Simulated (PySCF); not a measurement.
# Boron: a sound run and one with changed settings

Sound run: B [He] 2s2 2p1, B+ [He] 2s2. Computed with PySCF 2.14 in def2-TZVP, with no relativity, point nucleus. The sound run starts from symmetry-adapted Hartree-Fock orbitals and uses a fine grid where one is needed.

Changed run: 26 angular points. This setting is unsound on purpose.

| species | method | sound run (hartree) | changed run (hartree) | converged |
| --- | --- | --- | --- | --- |
| B | UHF | -24.53233 | -24.53233 | yes |
| B | r2SCAN | -24.63680 | -24.63798 | yes |
| B | B3LYP | -24.66392 | -24.66375 | yes |
| B+ | UHF | -24.23683 | -24.23683 | yes |
| B+ | r2SCAN | -24.31467 | -24.31467 | yes |
| B+ | B3LYP | -24.34282 | -24.34282 | yes |

Ionisation energy of B:

```csv
method,sound run (eV),changed run (eV)
UHF,8.041,8.041
r2SCAN,8.766,8.798
B3LYP,8.738,8.733
```

A coarse angular grid integrates products of high-l functions wrongly, so density functionals can shift, and the SCF can exploit the error; Hartree-Fock and MP2 need no grid.

For comparison, NIST gives 8.298 eV between the lowest levels.
